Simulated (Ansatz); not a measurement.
**AlSiH (triplet): wave-function methods side by side at angle Al2–Si1–H3 = 139.8°, 6-31G**

How much of the correlation energy of AlSiH (triplet) does each wave-function method recover here?

Computed with Ansatz 0.2.0, Gaussian basis. Level: 6-31G, core rule «outside noble gas», up to 10 orbitals frozen.

To be run: UHF; CCSD(T) on ROHF; CCSD(T) on UHF; BCCD(T) on ROHF; CISD; CCSDT(Q) on ROHF; CCSDT(Q) on UHF; CCSDTQ on ROHF; CCSDTQ on UHF; CASSCF and MRCISD+Q, 4 electrons in 4 orbitals; CASSCF and NEVPT2, 4 electrons in 4 orbitals; CASSCF and MRCISD+Q, 8 electrons in 9 orbitals; CASSCF and MRCISD+Q(relaxed), 8 electrons in 9 orbitals; CASSCF and NEVPT2, 8 electrons in 9 orbitals; Full CI.

11 further runs of the same task are left out: 1 for a mislabelled method, 10 that didn't finish.

### 1 The geometry

The geometry derives from a PBE0/def2-TZVP stationary point (not a proven minimum). One angle is set to the value named; bond lengths are kept.

3 atoms, charge 0, spin multiplicity 3.

Atoms are counted from 1 here; the program's logs count them from 0.

Bond lengths: Si1–Al2 2.390 Å, Si1–H3 1.598 Å. Angles: Al2–Si1–H3 139.8°.

### 2 UHF

Input file in.yaml:

```yaml
crystal:
  periodic: [false, false, false]
  atoms:
    - {symbol: Si, position_ang: [0.000000, 0.721256, 0.867800]}
    - {symbol: Al, position_ang: [0.000000, -0.836666, -0.945196]}
    - {symbol: H, position_ang: [0.000000, 2.299432, 1.121352]}
basis:
  gaussian: {orbitals: 6-31G}
magnetization: {spin_polarized: true, initial_magnetization: 2}
hamiltonian: {xc: hf}
output: {orbitals: {seedname: orbitals}}
```

On the command line:

```sh
$ ansatz run in.yaml --threads 1 --pin off --events-out ev --progress --plain --max-ram 2393MiB
```

The runs that follow: CCSD(T) on ROHF; CCSD(T) on UHF; BCCD(T) on ROHF; CISD; CCSDT(Q) on ROHF; CCSDT(Q) on UHF; CCSDTQ on ROHF; CCSDTQ on UHF; CASSCF and MRCISD+Q, 4 electrons in 4 orbitals; CASSCF and NEVPT2, 4 electrons in 4 orbitals; CASSCF and MRCISD+Q, 8 electrons in 9 orbitals; CASSCF and MRCISD+Q(relaxed), 8 electrons in 9 orbitals; CASSCF and NEVPT2, 8 electrons in 9 orbitals; Full CI.

Q: Predict the results of all the runs planned. Wanted: FCI below the RHF energy; RMP2 from FCI; UMP2 from FCI; RCCSD from FCI; RCCSD(T) from FCI; UCCSD(T) from FCI; RCCSDT(Q) from FCI; UCCSDT(Q) from FCI; MRCISD+Q pair from FCI.

**Answer**, as computed:

| quantity | value |
| --- | --- |
| FCI below the RHF energy | -2.5604 eV |
| RMP2 from FCI | +87.1 kJ/mol |
| UMP2 from FCI | +85.2 kJ/mol |
| RCCSD from FCI | +8.7 kJ/mol |
| RCCSD(T) from FCI | +2.9 kJ/mol |
| UCCSD(T) from FCI | +3.0 kJ/mol |
| RCCSDT(Q) from FCI | +0.1 kJ/mol |
| UCCSDT(Q) from FCI | +0.1 kJ/mol |
| MRCISD+Q pair from FCI | -1.3 kJ/mol |
| NEVPT2 valence from FCI | +20.5 kJ/mol |
| MRCISD+Q valence from FCI | +0.4 kJ/mol |
| levels within 1 kcal/mol (43 meV) | RCCSD(T), UCCSD(T), BCCD(T), RCCSDT, UCCSDT, RCCSDT(Q), UCCSDT(Q), RCCSDTQ, UCCSDTQ, MRCISD+Q pair, MRCISD valence, MRCISD+Q valence, MRCISD+Q(relaxed) valence |
| T1 diagnostic | 0.062 |
| effectively unpaired electrons | 2.12 |

What this shows: RCCSD(T) lands +2.9 kJ/mol from the yardstick (1.2 % of the correlation energy). MRCISD+Q pair, MRCISD+Q(relaxed) valence fall below full CI: the +Q correction isn't variational, and the cores differ from full CI's. The occupations are near whole numbers, but T1 = 0.062 shows that the orbitals relax strongly. Of the multireference levels listed MRCISD+Q(relaxed) valence comes nearest in total energy (-0.3 kJ/mol), which doesn't show that its space is the better one. These misses are within one basis, not against nature; the frozen cores of restricted and unrestricted runs differ, which can shift their rows.
